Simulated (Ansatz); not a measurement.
```yaml
crystal:
  periodic: [false, false, false]
  atoms:
    - {symbol: Ti, position_ang: [0.000261, -0.000444, -0.079166]}
    - {symbol: O, position_ang: [-0.070007, 0.953108, 1.451455]}
    - {symbol: O, position_ang: [0.060392, -0.936769, 1.462482]}
    - {symbol: F, position_ang: [-0.291729, 1.343338, -1.135791]}
    - {symbol: F, position_ang: [0.299168, -1.355980, -1.118705]}
basis:
  gaussian: {orbitals: def2-TZVP}
magnetization: {spin_polarized: true, initial_magnetization: 4}
hamiltonian: {xc: pbe0}
relax: {f_tol: 0.004, max_steps: 80}
```

```sh
$ ansatz run in.yaml --threads 1 --pin off --events-out ev --progress --plain --max-ram 2176MiB
```

Steps of the relaxation (energy above the last step; positions in Å, forces in eV/Å):

```
5
step 1, 1747.9 meV
Ti    0.000    0.000   -0.079    0.194   -0.092   -5.788
O    -0.070    0.953    1.451   -0.048    2.666    3.215
O     0.060   -0.937    1.462   -0.021   -2.979    4.262
F    -0.292    1.343   -1.136   -0.492    1.588   -0.860
F     0.299   -1.356   -1.119    0.366   -1.184   -0.828
```

```
5
step 2, 935.8 meV
Ti    0.033   -0.001   -0.118    0.020   -0.030   -3.583
O    -0.004    0.990    1.493    0.274    1.626    2.046
O    -0.020   -0.974    1.534   -0.358   -1.388    1.753
F    -0.361    1.371   -1.164   -0.280    0.263   -0.028
F     0.350   -1.382   -1.164    0.344   -0.470   -0.187
```

```
5
step 3, 485.8 meV
Ti    0.016   -0.010   -0.149   -0.148    0.072   -2.067
O     0.191    1.016    1.520    0.462    0.784    0.922
O    -0.210   -0.994    1.570   -0.414   -0.613    0.622
F    -0.492    1.363   -1.174   -0.131   -0.229    0.322
F     0.492   -1.372   -1.186    0.232   -0.014    0.200
```

```
5
step 8, 0.1 meV
Ti   -0.004   -0.003   -0.273    0.004    0.006   -0.042
O     0.838    0.690    1.454    0.000    0.001    0.017
O    -0.827   -0.673    1.472   -0.002   -0.003    0.019
F    -1.022    1.231   -1.039    0.010   -0.014    0.003
F     1.012   -1.242   -1.033   -0.012    0.010    0.002
```

```
5
step 9, 0.0 meV
Ti   -0.002   -0.002   -0.273    0.000    0.000    0.000
O     0.836    0.690    1.458    0.006    0.005    0.000
O    -0.825   -0.672    1.474   -0.006   -0.005   -0.001
F    -1.021    1.229   -1.042    0.003   -0.004    0.000
F     1.010   -1.242   -1.036   -0.004    0.004    0.000
```

```
5
step 10, 0.0 meV
Ti   -0.002   -0.002   -0.273    0.000    0.000   -0.002
O     0.836    0.691    1.458    0.000    0.000    0.001
O    -0.825   -0.673    1.474    0.000    0.000    0.001
F    -1.020    1.229   -1.043    0.000    0.000    0.000
F     1.009   -1.242   -1.037    0.000    0.000    0.000
```

Close pairs at the end: Ti1–F4 1.773 Å, Ti1–F5 1.773 Å, Ti1–O3 2.044 Å, Ti1–O2 2.044 Å.

A stationary point of unrestricted PBE0 after 10 steps, with ⟨S²⟩ = 6.015 against 6.00 for a pure state; no frequencies were run, so it isn't proven a minimum. 3.8 min on 1 thread of Intel Xeon 6975P-C, shared host.
